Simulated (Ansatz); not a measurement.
**Aluminium, fcc: convergence with the plane-wave cutoff**

Computed with Ansatz, PBE, scalar-relativistic PAW, on the relaxed cell (a = 4.040 Å; spin not included). Errors count from a run at 420 eV on a Γ-centred 22×22×22 mesh with Fermi-Dirac smearing of 0.1 eV, extrapolated to zero width. Fixed here: mesh 13×13×13, Fermi-Dirac width 0.1 eV. The pressure holds a Pulay correction and is unreliable far below the recommended cutoff. The SCF starts from atomic densities corrected by a trained network.

```tsv
cutoff (eV)	E(σ→0) error (meV/atom)	P (GPa)	SCF iterations
150	544.3	7.69	6
200	274.3	0.32	6
250	111.9	2.02	6
300	31.4	0.35	6
350	11.7	-0.03	6
420	5.1	-0.01	6
500	4.6	-0.02	6
600	4.6	-0.02	6
800	4.6	-0.02	6
```

Within 5 meV/atom of the last row: from 420 eV on.
